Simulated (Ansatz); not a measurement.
COS, charge +1, doublet (typed; the unrestricted solution is spin-contaminated), geometry from GFN2-xTB of the parent state (a state made from the parent by changing its charge; the spin is typed, not shown lowest); HF/aug-cc-pVDZ run with Ansatz (a quantum-chemistry and plane-wave program).

Input for Ansatz:
Ansatz 0.2 input:
```yaml
crystal:
  periodic: [false, false, false]
  atoms:
    - {symbol: O, position_ang: [-0.00000000, -0.00000000, -1.66686897]}
    - {symbol: C, position_ang: [-0.00000000, -0.00000000, -0.51282480]}
    - {symbol: S, position_ang: [0.00000000, 0.00000000, 1.02574379]}
basis:
  gaussian:
    orbitals: aug-cc-pVDZ
hamiltonian:
  xc: hf
total_charge: 1
magnetization: {spin_polarized: true, initial_magnetization: 1}
```

Output, abridged:

```
Functional definition: HF
739 factors; integrals over basis functions are off by at most 9.6e-4 eV
mean field evaluation 1: about -13868.9673 eV, gradient 3.8e1 eV
mean field evaluation 2: about -13868.9701 eV, gradient 3.8e1 eV
mean field evaluation 4: about -13875.4061 eV, gradient 4.2e0 eV
mean field evaluation 8: about -13875.6726 eV, gradient 6.4e-1 eV
mean field evaluation 16: about -13875.7143 eV, gradient 2.0e-5 eV
mean field evaluation 32: about -13875.6106 eV, gradient 1.1e0 eV
mean field -13875.71427658 eV, -509.9230943674 hartree, gradient 2.0e-5 eV, S^2 0.901535; 1 other end points of the search recorded, 0 dependent functions left out
reference -13875.71427658 eV, -509.9230943674 hartree; 15, 14 occupied and 58, 59 virtual orbitals, 739 factors
Total energy: -13875.71427658 eV, -509.9230943674 hartree
```
